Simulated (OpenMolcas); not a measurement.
**NH3S (Thiohydroxylamine): levels of theory compared**

Aim: a comparison of 6 runs (HF/STO-3G, B3LYP/STO-3G, M06-2X/STO-3G, PBE/STO-3G, r2SCAN/STO-3G, MP2/STO-3G) of NH3S (Thiohydroxylamine). 

The results are computed with OpenMolcas 26.06.

3 further runs of the same task are left out: 1 for a known fault of the program, 2 set aside as unsound or not needed.

### Step 1. The structure to begin with

NH3S has 5 atoms, charge 0, and is taken as a singlet. As SMILES, `NS`. The N1–H3 distance was set to 1.776 Å, away from the relaxed value. At this shape a bond of the SMILES string is far longer than usual.

Bond lengths: N1–S2 1.719 Å, N1–H4 1.015 Å, S2–H5 1.338 Å. Angles: N1–S2–H5 95.5°, S2–N1–H4 109.7°. A long bond or contact: N1–H3 1.776 Å.

### Step 2. A single-point energy at HF/STO-3G (run 1)

File coord.xyz:

```xyz
5

N     -0.296101     0.087529    -0.687018
S      0.034929     1.549299     0.155012
H      0.015040    -1.300690     0.375430
H     -1.269331     0.070209    -0.974528
H      0.982099     1.973369    -0.690178
```

File mol.input:

```
* H3NS Hartree-Fock

&GATEWAY
 BasLib=$CurrDir
 Coord=coord.xyz
 Basis=STO-3G
 Group=NoSym

&SEWARD

&SCF
 Thresholds=1e-10 1e-07 1e-07 1e-05
 PrOrbitals=1 1
```

The basis set STO-3G is read from a file made from the Basis Set Exchange's data (not shown).

Launch:

```console
$ export MOLCAS_MEM=1860
$ pymolcas mol.input > mol.log
```

Log:

```text
--- Start Module: gateway ---
[...]
--- Stop Module: gateway /rc=_RC_ALL_IS_WELL_ ---
--- Start Module: seward ---
[...]
      Basis functions           17
--- Stop Module: seward /rc=_RC_ALL_IS_WELL_ ---
--- Start Module: scf ---
[...]
       Convergence after  15 Iterations
[...]
::    Total SCF energy                               -448.4235436127
[...]
      Total spin, S                                     0.0000000000
[...]
      Total electronic charge=   26.000000
      Total            charge=   -0.000000
[...]
      Dipole Moment (debye):
      Origin of the operator (angstrom)=   -0.0674    1.0512   -0.1217
                   X= -6.2845E-01               Y=  3.4693E-01               Z=  2.2462E-01           Total=  7.5218E-01
      Quadrupole Moment (debye*angstrom):
[...]
--- Stop Module: scf /rc=_RC_ALL_IS_WELL_ ---
[...]
```

Wall time 1.7 s (1 thread of Arm Neoverse V1, shared host); peak memory 0.37 GiB.

### Step 3. The energy at B3LYP/STO-3G (run 2)

coord.xyz is that of step 2.

File mol.inp:

```
&GATEWAY
 BASLIB=$CurrDir
 COORD=coord.xyz
 BASIS=STO-3G
 GROUP=NoSym

&SEWARD
 GRIDINPUT
 Grid=UltraFine
 End of Grid

&SCF
 KSDFT=B3LYP
 THRESHOLDS=1e-10 1e-07 1e-07 1e-05
 PRORBITALS=1 1
```

The basis set STO-3G is read from a file made from the Basis Set Exchange's data (not shown).

Launch:

```console
$ export MOLCAS_MEM=1860
$ pymolcas mol.inp > mol.log
```

Log:

```text
--- Start Module: gateway ---
[...]
--- Stop Module: gateway /rc=_RC_ALL_IS_WELL_ ---
--- Start Module: seward ---
[...]
      Basis functions           17
--- Stop Module: seward /rc=_RC_ALL_IS_WELL_ ---
--- Start Module: scf ---
[...]
       Convergence after  16 Iterations
[...]
::    Total KS-DFT energy                            -449.4160329764
[...]
      Total spin, S                                     0.0000000000
[...]
      Total electronic charge=   26.000000
      Total            charge=   -0.000000
[...]
      Dipole Moment (debye):
      Origin of the operator (angstrom)=   -0.0674    1.0512   -0.1217
                   X= -6.4813E-01               Y=  6.7940E-01               Z=  1.7581E-01           Total=  9.5528E-01
      Quadrupole Moment (debye*angstrom):
[...]
--- Stop Module: scf /rc=_RC_ALL_IS_WELL_ ---
[...]
```

Wall time 5.7 s (1 thread of Arm Neoverse V1, shared host); peak memory 0.37 GiB.

Run 3 isn't shown in full; the table further down has it.

### Step 4. The energy at PBE/STO-3G (run 4)

coord.xyz is that of step 3.

File mol.inp:

```
>>> EXPORT MOLCAS_PRINT=2

&GATEWAY
  BasLib=$CurrDir
  Coord=coord.xyz
  Basis=STO-3G
  Group=NoSym

&SEWARD
  GridInput
  Grid=UltraFine
  End of Grid

&SCF
  KSDFT=PBE
  Thresholds=1e-10 1e-07 1e-07 1e-05
  PrOrbitals=1 1
```

The basis set STO-3G is read from a file made from the Basis Set Exchange's data (not shown).

Launch:

```console
$ export MOLCAS_MEM=1860
$ pymolcas mol.inp > mol.log
```

Log:

```text
--- Start Module: gateway ---
[...]
--- Stop Module: gateway /rc=_RC_ALL_IS_WELL_ ---
--- Start Module: seward ---
[...]
      Basis functions           17
--- Stop Module: seward /rc=_RC_ALL_IS_WELL_ ---
--- Start Module: scf ---
[...]
       Convergence after  17 Iterations
[...]
::    Total KS-DFT energy                            -449.1721192489
[...]
      Total spin, S                                     0.0000000000
[...]
      Total electronic charge=   26.000000
      Total            charge=   -0.000000
[...]
      Dipole Moment (debye):
      Origin of the operator (angstrom)=   -0.0674    1.0512   -0.1217
                   X= -6.2246E-01               Y=  7.7285E-01               Z=  1.2842E-01           Total=  1.0006E+00
      Quadrupole Moment (debye*angstrom):
[...]
--- Stop Module: scf /rc=_RC_ALL_IS_WELL_ ---
[...]
```

Run time: 5.4 s. Hardware: 1 thread of Arm Neoverse V1, shared host; peak memory 0.37 GiB.

Run 5 isn't shown in full; the table further down has it.

### Step 5. The energy at MP2/STO-3G (run 6)

coord.xyz is that of step 4.

File mol.inp:

```
* H3NS MP2
>>> EXPORT MOLCAS_PRINT=2

&gateway
  baslib = $CurrDir
  coord = coord.xyz
  basis = STO-3G
  group = NoSym

&seward

&scf
  thresholds = 1e-10 1e-07 1e-07 1e-05
  prorbitals = 1 1

&mbpt2
  frozen = 6
```

The basis set STO-3G is read from a file made from the Basis Set Exchange's data (not shown).

Launch:

```console
$ export MOLCAS_MEM=1860
$ pymolcas mol.inp > mol.log
```

Log:

```text
--- Start Module: gateway ---
[...]
--- Stop Module: gateway /rc=_RC_ALL_IS_WELL_ ---
[...]
      Basis functions           17
[...]
--- Start Module: scf ---
[...]
       Convergence after  15 Iterations
[...]
::    Total SCF energy                               -448.4235436127
[...]
      Total spin, S                                     0.0000000000
[...]
      Total electronic charge=   26.000000
      Total            charge=   -0.000000
[...]
      Dipole Moment (debye):
      Origin of the operator (angstrom)=   -0.0674    1.0512   -0.1217
                   X= -6.2845E-01               Y=  3.4693E-01               Z=  2.2462E-01           Total=  7.5218E-01
      Quadrupole Moment (debye*angstrom):
[...]
--- Stop Module: scf /rc=_RC_ALL_IS_WELL_ ---
--- Start Module: mbpt2 ---
[...]
WARNING!
Default frozen orbitals as non valence orbitals is overwritten by user input.
Default values:   6
[...]
       Reference weight ( Cref**2 )         =        0.92864
::    Total MBPT2 energy                             -448.5400339648
[...]
      Total MBPT2 calculations                           0.02      0.03
--- Stop Module: mbpt2 /rc=_RC_ALL_IS_WELL_ ---
[...]
```

Run time: 1.8 s. Hardware: 1 thread of Arm Neoverse V1, shared host; peak memory 0.37 GiB.

### Step 6. All runs side by side

| run | level | integration grid | frozen core orbitals | energy (Eh) | dipole moment (D) of the reference | HOMO energy (eV) | LUMO energy (eV) | wall time |
| --- | --- | --- | --- | --- | --- | --- | --- | --- |
| 1 | HF/STO-3G | – | – | -448.423544 | 0.75 | -6.94 | 5.68 | 1.7 s |
| 2 | B3LYP/STO-3G | UltraFine | – | -449.416033 | 0.96 | -3.70 | 1.02 | 5.7 s |
| 3 | M06-2X/STO-3G | UltraFine | – | -449.407162 | 0.81 | -5.09 | 2.47 | 6 s |
| 4 | PBE/STO-3G | UltraFine | – | -449.172119 | 1.00 | -2.21 | 0.34 | 5.4 s |
| 5 | r2SCAN/STO-3G | UltraFine | – | -449.377210 | 0.98 | -2.69 | 0.34 | 7.2 s |
| 6 | MP2/STO-3G | – | 6 | -448.540034 | 0.75 | -6.94 | 5.68 | 1.8 s |

### Step 7. Summary of results

```
                                          quantity          value
                               run 6: total energy  -448.54003 Eh
         run 6: dipole moment (mean-field density)         0.75 D
        run 6: HOMO energy (Hartree–Fock orbitals)       -6.94 eV
        run 6: LUMO energy (Hartree–Fock orbitals)        5.68 eV
      run 6: HOMO–LUMO gap (Hartree–Fock orbitals)       12.62 eV
run 6: correlation energy (6 core orbitals frozen)     -116.5 mEh
```

What this shows: Over runs 1, 2, 3, 4, 5 the dipole moment (its size) runs from 0.75 D (HF/STO-3G) to 1.00 D (PBE/STO-3G). Over runs 1, 2, 3, 4, 5 the HOMO–LUMO gap runs from 2.55 eV (PBE/STO-3G) to 12.62 eV (HF/STO-3G). Exact exchange widens orbital gaps. Totals of different functionals can't be ranked against each other. In runs 1, 2, 3, 4, 5, 6 the basis is minimal, so the values are rough. In runs 1, 2, 3, 4, 5, 6 a closed-shell determinant meets a far-stretched bond, which it describes badly. All runs together took 28 s, the longest 7.2 s.
